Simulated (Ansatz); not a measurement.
Results of LDA (plane waves, PAW; Ansatz, a first-principles code) for diamond.

Run with plane-wave cutoff 520 eV, 12×12×12 k mesh, perturbation theory, force constants from a 4×4×4 q mesh, scalar-relativistic PAW data made under PBE.

Quasi-harmonic lattice constant against temperature at zero pressure (zero-point motion included); the last value is withheld.

```csv
T (K),lattice constant (Å)
300,3.5453
400,3.5459
500,3.5466
600,3.5476
700,3.5488
800,?
```

Task: Fit a straight line to the rows shown and predict the value at 800 K, and give the mean linear expansion coefficient over the rows shown.

Result: Means: 500 K and 3.54684 Å. Σ(T − T̄)(y − ȳ) = 0.8700 and Σ(T − T̄)² = 100000, so the slope is 8.7e-06 Å/K. Divided by the mean, α = 2.5 × 10⁻⁶/K. At 800 K: 3.54684 + (8.7e-06) × 300 = 3.5494 Å. The run gives 3.5501 Å.

At 300 K the run's own coefficient is 1.0 × 10⁻⁶/K.

Anharmonicity beyond the change of volume is left out.
